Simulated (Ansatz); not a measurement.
Basis-set extrapolation for `[SH-]` (PBE0-D4/def2-TZVPD geometry, frozen core, Ansatz 0.2.0). Multiplicity 1, RHF reference.

```csv
,def2-TZVPPD,def2-QZVPPD
HF,-398.138847,-398.149442
MP2 correlation,-0.196474,-0.212872
CCSD(T) correlation,-0.224964,-0.240682
```

Energies in hartree. Use E(X) = E(∞) + A·exp(−7.88·√X) for Hartree–Fock and E(X) = E(∞) + B·X^(−2.97) for correlation, with X = 3 and 4.

Question: What is the CCSD(T) energy at the basis-set limit?

Answer: HF limit: -398.149442 + (-0.010595) × 0.13774 = -398.15090. Correlation limit: -0.240682 + (-0.015718) × 0.74074 = -0.25232. Total: -398.40322 hartree, 103.5 kJ/mol below CCSD(T)/def2-TZVPPD.
